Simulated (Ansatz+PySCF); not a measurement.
The numbers below are computed, except where a source is named.
This PySCF input gave a total energy of -398.92451 hartree.

```python
from pyscf import gto, dft

mol = gto.M(atom="""
S 0.000000 0.000000 -0.208040
H 0.000000 1.943050 1.664290
H 0.000000 -1.943050 1.664290
""", basis='cc-pvdz', charge=0, spin=0)
mf = dft.RKS(mol, xc='pbe0')
mf.init_guess = 'minao'
mf.kernel()
while True:  # follow internal instabilities
    mo, _, stable, _ = mf.stability(return_status=True)
    if stable: break
    mf.kernel(mf.make_rdm1(mo, mf.mo_occ))
print(mf.converged, mf.e_tot, mf.spin_square()[0])
```

(1) Write an input for Ansatz with the same method and basis set.

Answers

(1)

```yaml
crystal:
  periodic: [false, false, false]
  atoms:
    - { symbol: S, position_ang: [0.0, 0.0, -0.20804] }
    - { symbol: H, position_ang: [0.0, 1.94305, 1.66429] }
    - { symbol: H, position_ang: [0.0, -1.94305, 1.66429] }
basis:
  gaussian: { orbitals: cc-pVDZ }
hamiltonian:
  xc: pbe0
scf:
  omitted_lower_state_checks: [starts, atomic_configurations, cluster_reference, orbital_swaps, given_window_search, neighbouring_geometries, increment]
```

Ansatz (development build ahead of 0.2.0) gave -398.92451 hartree, 0.03 meV from the first. Caution: charge can spread falsely over distant fragments; an unrestricted determinant lies well below.
